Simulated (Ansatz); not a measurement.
# A basis-limit estimate, worked out

The pair of H$_{3}$O⁺ (SMILES [OH3+], atoms 1–4) and SiH$_{3}$Cl (SMILES [SiH3]Cl, atoms 5–9), both closed shells, in one local arrangement (a lower one may exist), relaxed at PBE0-D4/def2-TZVP:

```xyz
9
angstrom
O -0.2513 0.6999 -2.0114
H 0.4611 1.1373 -2.5075
H 0.1122 0.0341 -1.2533
H -0.8852 0.2784 -2.6161
Si 0.0462 -0.3565 1.8713
Cl 0.7179 -1.0780 -0.0383
H -1.3829 -0.0565 1.6653
H 0.8687 0.8387 2.1289
H 0.3133 -1.4976 2.7610
```

Both fragments are computed in the basis of the whole pair.

Computed with Ansatz 0.2.0 (basis: def2-TZVPPD and def2-QZVPPD); correlated methods freeze the cores.

Energies in eV:

| quantity | pair | first fragment | second fragment |
| --- | --- | --- | --- |
| Hartree–Fock, triple zeta (X = 3) | -22493.30638 | -2077.16005 | -20415.21052 |
| Hartree–Fock, quadruple zeta (X = 4) | -22493.98457 | -2077.25105 | -20415.79198 |
| MP2 correlation, X = 3 | -16.04133 | -7.04306 | -8.80673 |
| MP2 correlation, X = 4 | -17.32823 | -7.56674 | -9.54825 |
| CCSD(T) correlation, X = 3 | -17.83277 | -7.46454 | -10.20292 |

Work out the interaction energy at the basis limit: extrapolate Hartree–Fock as E(X) = E∞ + A exp(−7.88 √X) and the MP2 correlation as E(X) = E∞ + B X^−2.97 (the exponents that Neese and Valeev fitted for def2-TZVPP and QZVPP, reused here for the diffuse sets), then add CCSD(T) − MP2 in triple zeta.

Each step is linear, so take the differences first (pair − first fragment − second fragment): Hartree–Fock -0.93581 (X = 3) and -0.94154 (X = 4); MP2 correlation -0.19154 and -0.21324; CCSD(T) correlation -0.16531.
Two points give E∞ = E(4) + w [E(4) − E(3)], with w = 1/(exp(7.88 (2 − √3)) − 1) = 0.1377 for Hartree–Fock and w = 1/((4/3)^2.97 − 1) = 0.7407 for the correlation.
Hartree–Fock: -0.94154 + 0.1377 × (-0.00573) = -0.9423 eV.
MP2 correlation: -0.21324 + 0.7407 × (-0.02170) = -0.2293 eV.
CCSD(T) − MP2: -0.16531 − (-0.19154) = 0.0262 eV.
Sum: -0.9423 + (-0.2293) + 0.0262 = -1.1454 eV, or -26.41 kcal/mol. Plain CCSD(T) in triple zeta gives -1.1011 eV, so the larger basis shifts the result by -0.0443 eV.

No T1 diagnostic of these runs exceeds 0.009.

For scale, one of the runs: CCSD(T)/def2-TZVPPD, 241 basis functions, launched by `ansatz run in.yaml --threads 4 --pin off --events-out ev --progress --plain --max-ram 9574MiB`. Hardware: 4 CPU threads of an Arm Neoverse V1, shared host. Wall time 64 s; peak host memory 4.3 GiB.
